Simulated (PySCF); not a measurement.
## Partial charges of `C=C(F)C(=O)[O-]`

C₃H₂FO₂ (charge -1).
Atom-mapped SMILES: `[CH2:1]=[C:2]([F:3])[C:4](=[O:5])[O-:6]` (hydrogens: H7, H8 on C1)

Cartesian coordinates in Å at the GFN2-xTB level; atoms count from 1:
```
atom  x, y, z in Å
C1    -1.256   -0.026   -0.069
C2    -0.029    0.465   -0.063
F3     0.132    1.814   -0.218
C4     1.278   -0.385    0.114
O5     2.340    0.242    0.102
O6     1.063   -1.597    0.246
H7    -1.377   -1.087    0.052
H8    -2.141    0.583   -0.189
```

Density: PBE0/pcSseg-1 (PySCF); schemes: Mulliken, IAO, Hirshfeld and ESP-fitted. Isolated species at its GFN2-xTB geometry (one conformer only). The pcSseg-1 basis has no diffuse functions, a weakness for an anion.

Question: Tabulate the Mulliken, IAO, Hirshfeld and ESP-fitted charges.

Answer: In e:

```tsv
atom	environment	Mulliken	IAO	Hirshfeld	ESP-fitted
C1	terminal =CH2 carbon	-0.223	-0.415	-0.185	-0.679
C2	vinylic C–F carbon	+0.065	+0.217	+0.049	+0.261
F3	vinyl fluorine	-0.315	-0.300	-0.133	-0.233
C4	carboxylate carbon	+0.413	+0.489	+0.088	+0.683
O5	carboxylate oxygen	-0.556	-0.629	-0.434	-0.714
O6	carboxylate oxygen	-0.565	-0.653	-0.424	-0.723
H7	vinylic hydrogen	+0.111	+0.168	+0.024	+0.206
H8	vinylic hydrogen	+0.070	+0.123	+0.014	+0.199
```

Mean size of the charges over all atoms: ESP-fitted 0.462 e, IAO 0.374 e, Mulliken 0.290 e, Hirshfeld 0.169 e. Each set sums to the total charge, -1, to within 0.001 e. The Mulliken scheme gives each basis function's population to the atom it is centred on and halves the overlap population of two atoms between them. The ESP scheme is a least-squares fit of atom-centred charges to the potential on four shells outside the van der Waals surface, with the total charge fixed.

Lowest charge. The schemes don't all agree: Mulliken O6 (-0.565); IAO O6 (-0.653); Hirshfeld O5 (-0.434); ESP-fitted O6 (-0.723).

Highest charge. All schemes agree: Mulliken C4 (+0.413); IAO C4 (+0.489); Hirshfeld C4 (+0.088); ESP-fitted C4 (+0.683).

Question: How closely do the schemes follow one another over all atoms?

Answer: Correlation coefficient and root-mean-square difference: IAO with ESP-fitted 0.99, 0.129 e; Mulliken with IAO 0.98, 0.103 e; IAO with Hirshfeld 0.96, 0.222 e; Mulliken with Hirshfeld 0.95, 0.152 e; Mulliken with ESP-fitted 0.95, 0.224 e; Hirshfeld with ESP-fitted 0.92, 0.333 e.

Question: How many electrons does the Hirshfeld scheme count on O6?

Answer: Z − q = 8 − (-0.424) = 8.424.
